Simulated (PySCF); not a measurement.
The potential of point charges around SiMeH3

Species: SiMeH3 (`[H][Si]([H])([H])C`). Coordinates (PBE0-D3(BJ)/def2-SVP, Å) and charges (e) from the PBE0/pcSseg-1 density (PySCF):

| atom | x | y | z | Mulliken | IAO | Hirshfeld | ESP-fitted |
| --- | --- | --- | --- | --- | --- | --- | --- |
| Si1 | -0.002 | 0.003 | -0.888 | +0.4645 | +0.6016 | +0.3146 | +0.5674 |
| C2 | 0.002 | -0.004 | 0.992 | -0.6348 | -0.7089 | -0.2066 | -0.4702 |
| H3 | -1.025 | 0.042 | 1.385 | +0.1466 | +0.1558 | +0.0456 | +0.1175 |
| H4 | 0.558 | 0.861 | 1.385 | +0.1466 | +0.1558 | +0.0456 | +0.1179 |
| H5 | 0.476 | -0.919 | 1.379 | +0.1467 | +0.1558 | +0.0456 | +0.1162 |
| H6 | 1.396 | -0.028 | -1.420 | -0.0899 | -0.1201 | -0.0817 | -0.1487 |
| H7 | -0.674 | 1.233 | -1.412 | -0.0899 | -0.1201 | -0.0817 | -0.1511 |
| H8 | -0.731 | -1.190 | -1.421 | -0.0899 | -0.1201 | -0.0817 | -0.1490 |

Points outside the species (Å): A (0.3, -1.7, 4.8); B (3.5, 2.2, 1.3); C (-2.3, 2.9, 5.4).

Question: Find the potential V = 14.3996 V·Å × Σ q/r of each set of charges at these points.

Answer: In volts:

| point | nearest atom | distance (Å) | Mulliken | IAO | Hirshfeld | ESP-fitted |
| --- | --- | --- | --- | --- | --- | --- |
| A | H5 | 3.51 | -0.036 | -0.056 | +0.017 | +0.064 |
| B | H4 | 3.23 | +0.001 | -0.001 | +0.023 | +0.056 |
| C | H3 | 5.09 | -0.015 | -0.024 | +0.012 | +0.040 |

Question: How far are the other sets from the ESP-fitted one at these points?

Answer: Root-mean-square difference: Hirshfeld 0.037 V, Mulliken 0.073 V, IAO 0.085 V. The ESP scheme is a least-squares fit of atom-centred charges to the potential on four shells outside the van der Waals surface, with the total charge fixed.

Question: What energy would a point charge of +3 e have at A in the field of the ESP charges, leaving out polarisation?

Answer: +0.192 eV = +18.6 kJ/mol, a repulsion.

Isolated species at its PBE0-D3(BJ)/def2-SVP geometry, gas phase.

The run behind these numbers computed NMR shieldings as well. On one thread of an Arm Neoverse V1, shared host, this took 2.9 s of wall time.
